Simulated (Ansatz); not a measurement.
Input for Ansatz (development build ahead of 0.2.0):

```yaml
crystal:
  periodic: [false, false, false]
  atoms:
    - { symbol: "N", position_ang: [0.0, 0.0, 0.0] }
    - { symbol: O, position_ang: [0.0, 0.0, 3.5079] }
basis:
  gaussian: { orbitals: STO-3G }
total_charge: 1
hamiltonian:
  xc: hf
correlation:
  method: fci
  frozen_orbitals: { "N": 1, O: 1 }
```

The input is written out in the form of the current development build from the run's settings.

The run gave:

```json
{
  "Converged": "yes",
  "Reference energy": "-126.78550 hartree",
  "Correlation energy": "-0.37783 hartree",
  "Total energy": "-127.16333 hartree",
  "State": "lowest singlet root, of any spatial symmetry"
}
```

Caution: other spin multiplicities were not run.
